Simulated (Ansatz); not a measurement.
C$_{3}$H$_{6}$S, SMILES `C=CSC`. Charge 0, multiplicity 1.

| atom | x (Å) | y (Å) | z (Å) |
| --- | --- | --- | --- |
| C1 | 1.6872 | -0.8641 | -0.9577 |
| C2 | 0.5302 | -0.5824 | -0.3690 |
| S3 | -0.4148 | 0.8448 | -0.6979 |
| C4 | -1.3953 | 0.9402 | 0.8063 |
| H5 | 2.1844 | -1.8067 | -0.7656 |
| H6 | 2.1609 | -0.1790 | -1.6514 |
| H7 | 0.0774 | -1.2820 | 0.3293 |
| H8 | -0.7714 | 1.1504 | 1.6752 |
| H9 | -2.1004 | 1.7601 | 0.6688 |
| H10 | -1.9583 | 0.0187 | 0.9621 |

Task: What are the harmonic wavenumbers in cm⁻¹ at PBE0-D4/def2-TZVP (Ansatz, finite differences of forces, unscaled)? (Best estimate.)

Result: Computed: 70, 160, 222, 405, 609, 722, 764, 909, 967, 976, 994, 1059, 1293, 1350, 1418, 1460, 1475, 1664, 3057, 3144, 3156, 3160, 3168, 3254.

Task: Is this a minimum?

Result: Yes, all 24 modes are real.

Task: Give the ideal-gas thermochemistry at 298.15 K and 1 bar (rigid rotor, harmonic oscillator; point group C1, symmetry number 1).

Result: Zero-point energy 212.1 kJ/mol; H(298) − E = 229.4 kJ/mol; entropy 313.5 J/(mol·K), of which translation 162.6, rotation 104.3, vibration 46.7; G(298) − E = 136.0 kJ/mol. Modes under 100 cm⁻¹ are hindered rotations or soft bends, so the harmonic entropy is rough.

Task: And at 400, 500, 600, 800 and 1000 K?

Result: 
```json
{"T (K)": "400", "H − E (kJ/mol)": "239.0", "S (J/mol/K)": "341.0", "G − E (kJ/mol)": "102.6"}
{"T (K)": "500", "H − E (kJ/mol)": "250.2", "S (J/mol/K)": "366.0", "G − E (kJ/mol)": "67.3"}
{"T (K)": "600", "H − E (kJ/mol)": "263.0", "S (J/mol/K)": "389.1", "G − E (kJ/mol)": "29.5"}
{"T (K)": "800", "H − E (kJ/mol)": "291.9", "S (J/mol/K)": "430.6", "G − E (kJ/mol)": "-52.6"}
{"T (K)": "1000", "H − E (kJ/mol)": "324.6", "S (J/mol/K)": "467.0", "G − E (kJ/mol)": "-142.4"}
```
